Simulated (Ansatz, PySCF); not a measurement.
System: CH3O, net charge 0, doublet state. It need not be the lowest isomer of its formula. 
Geometry from a B3LYP-D3(BJ)/def2-TZVP (Ansatz, an electronic-structure program) optimisation:
SMILES: O[CH2]
```xyz
5

C      0.6856     0.0200    -0.0430
O     -0.6711    -0.1179     0.0029
H     -1.0910     0.7448    -0.0816
H      1.1252     0.9802     0.1938
H      1.2214    -0.9012     0.1227
```
Charge 0, spin multiplicity 2.

Total electronic energies in hartree. Cores are frozen in the correlated levels unless marked. UHF or UKS for open shells. No spin-orbit coupling. Non-relativistic. CBS(X,Y): correlation extrapolated as X^-3; Hartree-Fock from the larger set. The bracket is a focal-point correction in the basis named.

```json
[
 {"level": "HF/STO-3G", "program": "Ansatz", "energy (Eh)": "-112.91305"},
 {"level": "HF/6-31G", "program": "Ansatz", "energy (Eh)": "-114.36131"},
 {"level": "HF/cc-pVTZ", "program": "Ansatz", "energy (Eh)": "-114.46247"},
 {"level": "RI-HF/def2-TZVPP", "program": "Ansatz", "energy (Eh)": "-114.46819"},
 {"level": "RI-HF/def2-QZVPP", "program": "Ansatz", "energy (Eh)": "-114.47397"},
 {"level": "BLYP-D3(BJ)/def2-TZVPD", "program": "Ansatz + dftd3", "energy (Eh)": "-115.08342"},
 {"level": "M06-L/def2-TZVPD", "program": "PySCF", "energy (Eh)": "-115.08632"},
 {"level": "r2SCAN-D3(BJ)/def2-TZVPD", "program": "Ansatz + dftd3", "energy (Eh)": "-115.04966"},
 {"level": "B97M-V/def2-TZVPD", "program": "Ansatz", "energy (Eh)": "-115.08206"},
 {"level": "B3LYP-D4/def2-TZVPD", "program": "Ansatz + dftd4", "energy (Eh)": "-115.11771"},
 {"level": "PBE0-D4/def2-TZVPD", "program": "Ansatz + dftd4", "energy (Eh)": "-114.98176"},
 {"level": "wB97X/def2-TZVPD", "program": "Ansatz", "energy (Eh)": "-115.07802"},
 {"level": "B2PLYP-D3(BJ)/def2-TZVPD", "program": "Ansatz + dftd3", "energy (Eh)": "-115.02202"},
 {"level": "RI-MP2/aug-cc-pVTZ", "program": "Ansatz", "energy (Eh)": "-114.86617"},
 {"level": "SCS-MP2/STO-3G", "program": "Ansatz", "energy (Eh)": "-112.99427"},
 {"level": "SCS-MP2/def2-SVP", "program": "Ansatz", "energy (Eh)": "-114.63141"},
 {"level": "SCS-MP2/aug-cc-pVTZ", "program": "Ansatz", "energy (Eh)": "-114.86326"},
 {"level": "SCS-MP2/cc-pwCVTZ", "program": "Ansatz", "energy (Eh)": "-114.85992"},
 {"level": "CCSD/cc-pVTZ", "program": "Ansatz", "energy (Eh)": "-114.87390"},
 {"level": "CCSD(T)/cc-pVDZ", "program": "Ansatz", "energy (Eh)": "-114.76395"},
 {"level": "CCSD(T)/aug-cc-pVTZ", "program": "Ansatz", "energy (Eh)": "-114.89884"},
 {"level": "RI-MP2/CBS(def2-TZVPP,def2-QZVPP)+[CCSD(T)-MP2]/def2-TZVPP", "program": "Ansatz", "energy (Eh)": "-114.9501"},
 {"level": "CCSD(T)/CBS(cc-pVTZ,cc-pVQZ)", "program": "Ansatz", "energy (Eh)": "-114.9445"}
]
```

Totals of different functionals don't rank their quality; only differences between species are comparable.
